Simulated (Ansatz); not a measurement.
An input meant for Mg3H4 (charge 0, singlet; scaled by 1.12).

```yaml
crystal:
  periodic: [false, false, false]
  atoms:
    - {symbol: Mg, position_ang: [0.994940, 1.259284, -0.203760]}
    - {symbol: Mg, position_ang: [-1.597145, 0.474633, 2.478585]}
    - {symbol: Mg, position_ang: [-0.460130, -1.416747, -0.631997]}
    - {symbol: H, position_ang: [1.792910, 2.943487, 0.225722]}
    - {symbol: H, position_ang: [-0.631345, 0.555842, -1.331174]}
    - {symbol: H, position_ang: [-1.457618, -3.045249, -0.739307]}
    - {symbol: H, position_ang: [1.358387, -0.771249, 0.201931]}
basis:
  gaussian: {orbitals: cc-pVDZ}
magnetization: {spin_polarized: true, initial_magnetization: 1}
hamiltonian: {xc: {name: B3LYP}, dispersion: d3bjatm, pseudopotentials: {relativity: scalar}}
scf: {omitted_lower_state_checks: [starts]}
```

```sh
$ ansatz run in.yaml --threads 4 --pin off --events-out ev --progress --plain --max-ram 3916MiB
```

Question: Predict how Ansatz answers.

Answer: The program refused the input. The number of unpaired electrons doesn't fit the electron count.
```
Error: a molecule whose nuclei and cores have a total charge of 40 cannot have a net charge of 0 together with 1 unpaired electrons
```
